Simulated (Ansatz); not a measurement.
bcc Ba was calculated with PBE in Ansatz (PAW).

Settings: plane-wave cutoff 520 eV, 18×18×18 k mesh, Fermi–Dirac smearing 0.1 eV, perturbation theory, force constants from a 6×6×6 q mesh, scalar-relativistic PAW data made under PBE.

Computed at the level's own relaxed cell. Harmonic vibrational thermodynamics at fixed volume:

```json
[
 {"T (K)": "0", "S_vib (J/K per mol of atoms)": "0.00", "C_V (J/K per mol of atoms)": "0.00", "F_vib (eV/atom)": "0.0092"},
 {"T (K)": "300", "S_vib (J/K per mol of atoms)": "62.53", "C_V (J/K per mol of atoms)": "24.81", "F_vib (eV/atom)": "-0.1165"},
 {"T (K)": "400", "S_vib (J/K per mol of atoms)": "69.68", "C_V (J/K per mol of atoms)": "24.87", "F_vib (eV/atom)": "-0.1852"},
 {"T (K)": "500", "S_vib (J/K per mol of atoms)": "75.23", "C_V (J/K per mol of atoms)": "24.89", "F_vib (eV/atom)": "-0.2604"},
 {"T (K)": "600", "S_vib (J/K per mol of atoms)": "79.77", "C_V (J/K per mol of atoms)": "24.91", "F_vib (eV/atom)": "-0.3408"},
 {"T (K)": "900", "S_vib (J/K per mol of atoms)": "89.87", "C_V (J/K per mol of atoms)": "24.92", "F_vib (eV/atom)": "-0.6055"},
 {"T (K)": "1000", "S_vib (J/K per mol of atoms)": "92.50", "C_V (J/K per mol of atoms)": "24.93", "F_vib (eV/atom)": "-0.7001"}
]
```

The crystal is taken as a harmonic solid at every temperature: melting, phase changes and thermal expansion are not seen, nor the electrons' share in a metal.

Ansatz is a first-principles code.
